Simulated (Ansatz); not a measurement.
Process, species as SMILES: C(=S)=S → C atom + 2 S atom
B3LYP-D3(BJ)/def2-TZVP geometries, fixed; electronic energies without zero-point terms.

The atomisation energy at MP2 with Ansatz (a quantum-chemistry and plane-wave program), in kcal/mol, split into its Hartree-Fock and correlation parts. Cores are frozen. Open shells are unrestricted. No added dispersion term, no relativity. Functions are those of the species that has most.

```tsv
basis	X	functions	Hartree-Fock	MP2
cc-pV(D+d)Z	2	60	159.99	268.67
cc-pV(T+d)Z	3	108	163.96	285.74
cc-pV(Q+d)Z	4	183	164.44	292.95
cc-pV(5+d)Z	5	291	164.55	295.96
```

Worked estimate of the basis-set limit from each neighbouring pair, with Hartree-Fock from the larger set and the correlation part extrapolated as X^-3.
Correlation parts: X = 2: 108.68, X = 3: 121.78, X = 4: 128.51, X = 5: 131.41.
- (2,3): (27·(121.78) - 8·(108.68))/19 = 127.30; with Hartree-Fock 163.96 the estimate is 291.26 kcal/mol.
- (3,4): (64·(128.51) - 27·(121.78))/37 = 133.42; with Hartree-Fock 164.44 the estimate is 297.86 kcal/mol.
- (4,5): (125·(131.41) - 64·(128.51))/61 = 134.45; with Hartree-Fock 164.55 the estimate is 299.00 kcal/mol.
The last two estimates differ by 1.14 kcal/mol; the largest set lies 3.04 from the last. Over the last step Hartree-Fock moves by 0.11 and the correlation part by 2.90.
